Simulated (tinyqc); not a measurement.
Inside a calculation. Method: MP2 on RHF in the sto-3g basis, frozen core, for H2O, spin multiplicity 1. One step of it, computed by the program tinyqc.

Problem. Second-order Moller-Plesset energy. E2 = sum_ijab (ia|jb) [2 (ia|jb) - (ib|ja)] / (e_i + e_j - e_a - e_b) over occupied i, j and virtual a, b; the opposite-spin part is (ia|jb)^2 / denominator, the rest is same-spin, and SCS-MP2 scales them by 6/5 and 1/3.

orbital energies (hartree): MO1 -20.277077, MO2 -1.190434, MO3 -0.513426, MO4 -0.431452, MO5 -0.390150, MO6 0.426061, MO7 0.515397

Two-electron integrals over orbitals (pq|rs), unique and non-zero (hartree); the lowest 1 orbital is frozen and left out:
```
(22|22) 0.726944    (32|32) 0.124508    (33|22) 0.605044    (33|33) 0.579135
(42|22) -0.033682   (42|33) 0.002866    (42|42) 0.129568    (43|32) 0.029075
(43|43) 0.059832    (44|22) 0.650910    (44|33) 0.553064    (44|42) -0.085816
(44|44) 0.668618    (52|52) 0.153129    (53|53) 0.025731    (54|52) -0.042423
(54|54) 0.045093    (55|22) 0.759092    (55|33) 0.592341    (55|42) -0.082420
(55|44) 0.671993    (55|55) 0.880159    (62|22) 0.124741    (62|33) 0.062895
(62|42) 0.038021    (62|44) 0.052975    (62|55) 0.132165    (62|62) 0.092451
(63|32) -0.033906   (63|43) -0.040862   (63|63) 0.074815    (64|22) 0.141709
(64|33) 0.051657    (64|42) -0.055474   (64|44) 0.132731    (64|55) 0.163458
(64|62) 0.057034    (64|64) 0.110754    (65|52) 0.047437    (65|54) 0.008361
(65|65) 0.032947    (66|22) 0.587699    (66|33) 0.540071    (66|42) 0.042190
(66|44) 0.541484    (66|55) 0.574777    (66|62) 0.089674    (66|64) 0.058132
(66|66) 0.574549    (72|32) 0.059294    (72|43) -0.028668   (72|63) 0.027545
(72|72) 0.070230    (73|22) 0.174470    (73|33) 0.088774    (73|42) -0.077831
(73|44) 0.133387    (73|55) 0.207800    (73|62) 0.063500    (73|64) 0.111153
(73|66) 0.047919    (73|73) 0.164124    (74|32) -0.069908   (74|43) -0.020258
(74|63) 0.058097    (74|72) -0.016746   (74|74) 0.072604    (75|53) 0.023896
(75|75) 0.025021    (76|32) 0.079243    (76|43) 0.067176    (76|63) -0.065436
(76|72) -0.002856   (76|74) -0.061682   (76|76) 0.110140    (77|22) 0.600532
(77|33) 0.570487    (77|42) -0.018332   (77|44) 0.564149    (77|55) 0.599806
(77|62) 0.057005    (77|64) 0.054090    (77|66) 0.542079    (77|73) 0.094413
(77|77) 0.583893
```

Hartree-Fock energy = -74.91044172 hartree

Give: Terms; Pair energies; MP2 correlation energy; SCS-MP2 correlation energy; MP2 total energy.

Solution.

Terms:
```
i  j  a  b  (ia|jb)  (ib|ja)  denominator       term
3  3  7  7   0.1641   0.1641      -2.0576    -0.0131
4  3  6  7   0.1112   0.0581      -1.8863    -0.0097
3  4  7  6   0.1112   0.0581      -1.8863    -0.0097
4  4  6  6   0.1108   0.1108      -1.7150    -0.0072
3  3  6  6   0.0748   0.0748      -1.8790    -0.0030
4  4  7  7   0.0726   0.0726      -1.8937    -0.0028
2  2  6  6   0.0925   0.0925      -3.2330    -0.0026
2  3  6  7   0.0635   0.0275      -2.6453    -0.0024
3  2  7  6   0.0635   0.0275      -2.6453    -0.0024
2  2  7  7   0.0702   0.0702      -3.4117    -0.0014
2  4  6  6   0.0570   0.0570      -2.4740    -0.0013
4  2  6  6   0.0570   0.0570      -2.4740    -0.0013
5  5  6  6   0.0329   0.0329      -1.6324    -0.0007
5  5  7  7   0.0250   0.0250      -1.8111  -3.46e-04
3  4  6  7   0.0581   0.1112      -1.8863  -1.55e-04
4  3  7  6   0.0581   0.1112      -1.8863  -1.55e-04
4  2  7  7  -0.0167  -0.0167      -2.6527  -1.06e-04
2  4  7  7  -0.0167  -0.0167      -2.6527  -1.06e-04
2  3  7  6   0.0275   0.0635      -2.6453   8.76e-05
3  2  6  7   0.0275   0.0635      -2.6453   8.76e-05
```

Pair energies (hartree; pair i-j sums ij and ji):
```
pair  opposite spin  same spin
2-2         -0.0041     0.0000
3-2         -0.0036    -0.0010
3-3         -0.0161     0.0000
4-2         -0.0028     0.0000
4-3         -0.0167    -0.0030
4-4         -0.0099     0.0000
5-5         -0.0010     0.0000
```

MP2 correlation energy = -0.058209 hartree

SCS-MP2 correlation energy = -0.066418 hartree

MP2 total energy = -74.968651 hartree
